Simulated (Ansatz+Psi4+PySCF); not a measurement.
Two shapes of doublet NO₂.

Shape 1:

```xyz
3

N     0.0000    0.0000    0.0000
O     0.0000    1.1046    0.4689
O     0.0000   -1.1046    0.4689
```

Shape 2:

```xyz
3

N     0.0000    0.0000    0.0000
O     0.0000    1.1783    0.5001
O     0.0000   -1.0310    0.4376
```

Basis set: cc-pVTZ (spherical functions). Left uncorrelated: 3 orbitals. Correlation on ROHF uses semicanonical orbitals with singles. Charge 0, multiplicity 2.

Computed with Ansatz (development build ahead of 0.2.0) and Psi4 1.11; each method stands on the lowest determinant of its kind that the runs found.

Q: Which shape is lower in energy, and by how much in each method?

A:

```csv
method,E(2) − E(1) (eV)
ROHF,0.266
ROHF-MP2,0.460
UHF-MP2,0.392
ROHF-CCSD,0.349
UHF-CCSD(T),0.361
```

Shape 1 is lower. Caution for UHF-MP2, UHF-CCSD(T): the determinant breaks the point group. Caution for UHF-MP2: another reference gives a lower total.
